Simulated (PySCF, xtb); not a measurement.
C2F4, SMILES C(F)(F)=C(F)F (connectivity only; charge and spin as stated), charge -1, multiplicity 2.

Harmonic wavenumbers (cm⁻¹) from GFN2-xTB in xtb 6.7.1 at its own minimum, in rising order: 41, 175, 328, 332, 445, 456, 539, 931, 943, 943, 970, 1253.

### Question
What does ωB97X-D3(BJ)/def2-SVPD (PySCF) give at its own minimum? (The exact figures need the calculation; the answer reports its results.)

### Answer
104, 217, 339, 361, 490, 520, 617, 864, 987, 1023, 1025, 1310. Paired by order, the mean absolute difference is 53 cm⁻¹ and the zero-point energies are 10.5 and 11.2 kcal/mol.
